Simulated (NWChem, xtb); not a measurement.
# How methods differ on SiH3O2 (SMILES [O][SiH2]O)

SiH3O2: 6 atoms, total charge 0, spin state doublet. As SMILES, `[O][SiH2]O`. The coordinates come from a PBE0-D4/def2-TZVP relaxation. This is one conformer, not always the lowest.

Each level gives the vertical ionisation energy (to the singlet cation) (eV). The values are calculated.

| level | kind | program | value (eV) | CPU time (all runs) |
| --- | --- | --- | --- | --- |
| GFN2-xTB | semi-empirical | xtb | 14.85 | under 2 s |
| GFN1-xTB | semi-empirical | xtb | 15.89 | under 2 s |
| UPBE0/LANL2DZ (core potential) | global hybrid | NWChem | 12.65 | 27 s |
| UPBE0/MIDI! | global hybrid | NWChem | 12.19 | 17 s |
| UPBE0/MINI | global hybrid | NWChem | 13.03 | 19 s |
| UPBE0/jorge-TZP | global hybrid | NWChem | 12.51 | 2.2 min |
| UPBE0/SBKJC-VDZ (core potential) | global hybrid | NWChem | 12.68 | 12 s |
| UPBE0/DGauss-DZVP | global hybrid | NWChem | 12.58 | 25 s |
| UPBE0/jorge-DZP | global hybrid | NWChem | 12.42 | 29 s |

The values span 12.19 to 15.89 eV. The xTB values lack the empirical shift that such differences need. Without the sets that lack polarisation functions the rows with a basis span only 12.19 to 12.58 eV. Times are those of the runs behind each value, whatever else they computed, on shared processors of several kinds: orders of magnitude only.
